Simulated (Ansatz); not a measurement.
A run of Ansatz (development build ahead of 0.2.0) on singlet C₆H₁₂ at this shape:

```
atom    x (Å)    y (Å)    z (Å)
   C   1.4536  -0.0377   0.2242
   C   0.6863   1.2497  -0.2768
   C  -0.6647   1.2354   0.1624
   C  -1.5181   0.0270  -0.2943
   C  -0.6883  -1.2753   0.2104
   C   0.7290  -1.2543  -0.2535
   H   1.5075  -0.0371   1.2717
   H   2.4953  -0.0646  -0.2103
   H   0.7266   1.3217  -1.3289
   H   1.2918   2.1635   0.1287
   H  -1.2608   2.1846  -0.2083
   H  -0.6770   1.3025   1.3110
   H  -1.5554   0.0672  -1.3345
   H  -2.5428   0.0312   0.2182
   H  -1.2465  -2.1546  -0.1522
   H  -0.7647  -1.2833   1.4160
   H   1.1708  -2.1117   0.1605
   H   0.8442  -1.3674  -1.3465
```

Its results:

```
Converged                       : yes
Reference energy                : -231.41870 hartree
Correlation energy              : -0.31569 hartree
Total energy                    : -231.73439 hartree
Spin squared of the determinant : 0.000
```

Question: Which input gives this output? Name the method, the orbitals and the basis set, and write the input.

Answer: RHF-MP2 in STO-3G. An unrestricted run that stays on the closed shell gives the same numbers.

```yaml
crystal:
  periodic: [false, false, false]
  atoms:
    - { symbol: C, position_ang: [1.45361, -0.0377, 0.22417] }
    - { symbol: C, position_ang: [0.68632, 1.24971, -0.27676] }
    - { symbol: C, position_ang: [-0.66467, 1.23544, 0.16237] }
    - { symbol: C, position_ang: [-1.51806, 0.02704, -0.29427] }
    - { symbol: C, position_ang: [-0.68828, -1.27528, 0.21042] }
    - { symbol: C, position_ang: [0.72899, -1.25429, -0.25353] }
    - { symbol: H, position_ang: [1.50749, -0.03714, 1.2717] }
    - { symbol: H, position_ang: [2.49533, -0.06461, -0.2103] }
    - { symbol: H, position_ang: [0.72663, 1.32171, -1.32891] }
    - { symbol: H, position_ang: [1.29184, 2.16354, 0.12867] }
    - { symbol: H, position_ang: [-1.26083, 2.1846, -0.20833] }
    - { symbol: H, position_ang: [-0.67704, 1.30252, 1.31102] }
    - { symbol: H, position_ang: [-1.5554, 0.06716, -1.33455] }
    - { symbol: H, position_ang: [-2.54279, 0.03121, 0.21823] }
    - { symbol: H, position_ang: [-1.24653, -2.15459, -0.15221] }
    - { symbol: H, position_ang: [-0.76474, -1.2833, 1.41597] }
    - { symbol: H, position_ang: [1.17078, -2.11165, 0.16051] }
    - { symbol: H, position_ang: [0.84423, -1.36743, -1.34649] }
basis:
  gaussian: { orbitals: STO-3G }
hamiltonian:
  xc: hf
correlation:
  method: mp2
  frozen_orbitals: { C: 1, H: 0 }
```

Caution: no unrestricted run beside it, a lower state can exist.
